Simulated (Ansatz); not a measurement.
Ansatz (an electronic-structure program) input (CCSD(T)/pcseg-1): A basis named .json is the Basis Set Exchange file of that set (core-valence sets with the plain set on hydrogen).

Ansatz 0.2 input:
```yaml
crystal:
  periodic: [false, false, false]
  atoms:
    - {symbol: C, position_ang: [-0.00000000, 0.00000000, -0.00000000]}
    - {symbol: H, position_ang: [0.62054657, 0.62688914, 0.63896175]}
    - {symbol: H, position_ang: [-0.64285838, -0.62489528, 0.61852983]}
    - {symbol: H, position_ang: [0.63693263, -0.63278043, -0.61664082]}
    - {symbol: H, position_ang: [-0.61462083, 0.63078657, -0.64085076]}
basis:
  gaussian:
    orbitals: pcseg-1.json
magnetization: {spin_polarized: false}
correlation: {method: ccsd_t, electrons: outside_noble_gas}
```

Output:

```
Functional definition: HF
integrals: 0.01 GiB planned
372 factors; integrals over basis functions are off by at most 9.3e-4 eV
mean field: 0.06 GiB planned
mean field evaluation 1: about -1092.4747 eV, gradient 2.1e1 eV
mean field evaluation 2: about -1092.4749 eV, gradient 2.1e1 eV
mean field evaluation 4: about -1093.5581 eV, gradient 1.4e0 eV
mean field evaluation 8: about -1093.5665 eV, gradient 1.3e-6 eV
mean field -1093.56648449 eV, -40.1878270591 hartree, gradient 1.7e-6 eV, S^2 0.000000; 0 other end points of the search recorded, 0 dependent functions left out
1 core orbitals not correlated
reference -1093.56648449 eV, -40.1878270591 hartree; 4, 4 occupied and 29, 29 virtual orbitals, 372 factors
second order -4.36720782 eV of doubles, -0.00000000 eV of singles
coupled cluster: 0.06 GiB planned
cycle   1  -4.80731132 eV  change   -4.4e-1 eV  update   4.0e-2
cycle   2  -4.94657668 eV  change   -1.4e-1 eV  update   1.2e-2
cycle   3  -4.95986987 eV  change   -1.3e-2 eV  update   2.9e-3
cycle   4  -4.96018778 eV  change   -3.2e-4 eV  update   7.1e-4
cycle   5  -4.96026220 eV  change   -7.4e-5 eV  update   1.5e-4
cycle   6  -4.96029058 eV  change   -2.8e-5 eV  update   2.5e-5
cycle   7  -4.96029379 eV  change   -3.2e-6 eV  update   4.2e-6
perturbative correction -0.09825588 eV, -0.0036108370 hartree
Total energy: -1098.62503416 eV, -40.3737253307 hartree
```
